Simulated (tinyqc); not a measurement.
Worked calculation: UHF in the sto-3g basis, for BH2, spin multiplicity 2. One step of it, computed by the program tinyqc.

Question. Orthogonalisation. S = U s U^T; canonical form X = U s^(-1/2), so that X^T S X = 1. Each column of U has its largest component positive (the first on a tie).

overlap S, lower triangle:
```
,1B 1s,1B 2s,1B 2px,1B 2py,1B 2pz,2H 1s,3H 1s
1B 1s,1.000000
1B 2s,0.269328,1.000000
1B 2px,0.000000,0.000000,1.000000
1B 2py,0.000000,0.000000,0.000000,1.000000
1B 2pz,0.000000,0.000000,0.000000,0.000000,1.000000
2H 1s,0.054624,0.432182,0.000000,0.422069,0.177147,1.000000
3H 1s,0.054624,0.432182,0.000000,-0.422069,0.177147,0.064789,1.000000
```

Give: eigenvalues of S; X.

Answer.

eigenvalues of S: 0.344  0.370  0.881  1.000  1.076  1.565  1.764

X:
```
,1,2,3,4,5,6,7
1B 1s,-0.352,0.000,0.779,0.000,-0.559,0.000,0.222
1B 2s,1.175,0.000,-0.262,0.000,-0.221,0.000,0.483
1B 2px,0.000,0.000,0.000,1.000,0.000,0.000,0.000
1B 2py,0.000,1.131,0.000,0.000,0.000,0.580,0.000
1B 2pz,0.422,0.000,0.613,0.000,0.721,0.000,0.166
2H 1s,-0.782,-0.844,-0.207,0.000,0.155,0.389,0.358
3H 1s,-0.782,0.844,-0.207,0.000,0.155,-0.389,0.358
```
